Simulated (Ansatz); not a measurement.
# C₃H₅F: small, medium and large basis sets

One table from this session's results is given with a row withheld; the runs are named, their logs left out.

Computed with Ansatz 0.2.0, Gaussian basis. Level: one geometry, several basis sets.

Plan: PBE0-D4/def2-SVP; ωB97M-V/def2-SVP; PBE0-D4/def2-QZVPP; ωB97M-V/def2-QZVPP; the functionals' def2-TZVPP values are taken from earlier runs.

## The geometry

All runs share one geometry, relaxed beforehand with PBE0-D4 in a triple-zeta def2 set.

SMILES `C/C=C/F`, 9 atoms, charge 0, spin multiplicity 1.

Atoms are counted from 1 here; the program's logs count them from 0.

Bond lengths: C1–C2 1.489 Å, C1–H5 1.094 Å, C1–H6 1.092 Å, C1–H7 1.094 Å, C2–C3 1.319 Å, C2–H8 1.086 Å, C3–F4 1.340 Å, C3–H9 1.085 Å. Angles: C2–C1–H5 111.1°, C2–C1–H6 111.5°, C2–C1–H7 111.1°, H5–C1–H6 108.0°, H5–C1–H7 106.9°, H6–C1–H7 108.0°, C1–C2–C3 123.1°, C1–C2–H8 118.7°, C3–C2–H8 118.1°, C2–C3–F4 122.2°, C2–C3–H9 125.6°, F4–C3–H9 112.2°.

Coordinates:

```xyz
9

C    -0.4826    1.0417   -0.0786
C     0.1907   -0.2324   -0.4547
C     0.5039   -1.1683    0.4203
F     1.1101   -2.3081    0.0613
H    -1.4391    1.1507   -0.5982
H    -0.6751    1.0909    0.9950
H     0.1290    1.9067   -0.3516
H     0.4379   -0.4043   -1.4984
H     0.3137   -1.1233    1.4876
```

The first run:

in.yaml reads:

```yaml
crystal:
  periodic: [false, false, false]
  atoms:
    - {symbol: C, position_ang: [-0.482565, 1.041699, -0.078575]}
    - {symbol: C, position_ang: [0.190717, -0.232433, -0.454746]}
    - {symbol: C, position_ang: [0.503892, -1.168304, 0.420275]}
    - {symbol: F, position_ang: [1.110106, -2.308133, 0.061276]}
    - {symbol: H, position_ang: [-1.439057, 1.150688, -0.598167]}
    - {symbol: H, position_ang: [-0.675102, 1.090938, 0.995030]}
    - {symbol: H, position_ang: [0.128972, 1.906683, -0.351569]}
    - {symbol: H, position_ang: [0.437912, -0.404285, -1.498430]}
    - {symbol: H, position_ang: [0.313725, -1.123252, 1.487606]}
basis:
  gaussian: {orbitals: def2-SVP}
hamiltonian: {xc: pbe0, dispersion: d4}
output: {orbitals: {seedname: orbitals}}
```

Steps of the session up to this table: PBE0-D4 in def2-SVP; ωB97M-V in def2-SVP; PBE0-D4 in def2-QZVPP; ωB97M-V in def2-QZVPP.

One of the session's tables, all rows but one given; the rest of the session is left out.

It belongs to the step «Functionals by basis». 

```
functional       basis  HOMO (eV)  LUMO (eV)
   PBE0-D4    def2-SVP      -7.12       0.81
   PBE0-D4  def2-TZVPP      -7.22       0.56
   PBE0-D4  def2-QZVPP      -7.24       0.46
   ωB97M-V    def2-SVP          ?          ?
   ωB97M-V  def2-TZVPP      -9.48       2.70
   ωB97M-V  def2-QZVPP      -9.51       2.02
```

**Question.** Estimate the row for ωB97M-V, def2-SVP.

As computed: HOMO (eV): -9.38; LUMO (eV): 3.07. In the column «HOMO (eV)» it lies between ωB97M-V, def2-TZVPP (-9.48) and PBE0-D4, def2-QZVPP (-7.24).
